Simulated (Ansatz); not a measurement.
Redistribution: C5H12 + C3H7Cl → C4H9Cl + C4H10

Species: C5H12 (pentane) `CCCCC`, singlet; C3H7Cl (2-chloropropane) `CC(C)Cl`, singlet; C4H9Cl (1-chlorobutane) `CCCCCl`, singlet; C4H10 (isobutane) `CC(C)C`, singlet. The partners trade CH3 for Cl; both sit on C, so the bond types are kept.

Shapes, held fixed at every level: PBE0-D4/def2-TZVP. Flexible molecules stand in one conformer, not always the lowest. Programs: Ansatz 0.2.0. Electronic energies: no zero-point or thermal term.

Estimate ΔE of this reaction.

The highest level, CCSD(T)/CBS estimate, gives ΔE = +3.1 kJ/mol; the levels span +2.3 to +3.6. That is about zero within the method's error. The column of differences is taken from that level and isn't an error. No measured value is set beside it here. The CBS estimate extrapolates MP2 from def2-TZVPP and def2-QZVPP and adds CCSD(T) − MP2 in the triple-zeta set, cores frozen.

```json
{"level": "r2SCAN-D4/def2-TZVPP", "kind": "meta-GGA", "ΔE (kJ/mol)": "+3.6", "less CCSD(T)/CBS estimate": "+0.5"}
{"level": "PBE0-D4/def2-TZVPP", "kind": "global hybrid", "ΔE (kJ/mol)": "+2.9", "less CCSD(T)/CBS estimate": "-0.2"}
{"level": "wB97X-V/def2-TZVPP", "kind": "range-separated hybrid", "ΔE (kJ/mol)": "+2.7", "less CCSD(T)/CBS estimate": "-0.4"}
{"level": "B2PLYP/def2-TZVPP", "kind": "double hybrid", "ΔE (kJ/mol)": "+3.2", "less CCSD(T)/CBS estimate": "+0.1"}
{"level": "MP2/def2-TZVPP", "kind": "perturbation theory", "ΔE (kJ/mol)": "+2.4", "less CCSD(T)/CBS estimate": "-0.7"}
{"level": "CCSD(T)/def2-SVP", "kind": "coupled cluster or CI", "ΔE (kJ/mol)": "+2.9", "less CCSD(T)/CBS estimate": "-0.2"}
{"level": "CCSD(T)/def2-TZVPP", "kind": "coupled cluster or CI", "ΔE (kJ/mol)": "+2.3", "less CCSD(T)/CBS estimate": "-0.8"}
{"level": "CCSD(T)/CBS estimate", "kind": "coupled cluster or CI", "ΔE (kJ/mol)": "+3.1", "less CCSD(T)/CBS estimate": "0.0"}
```
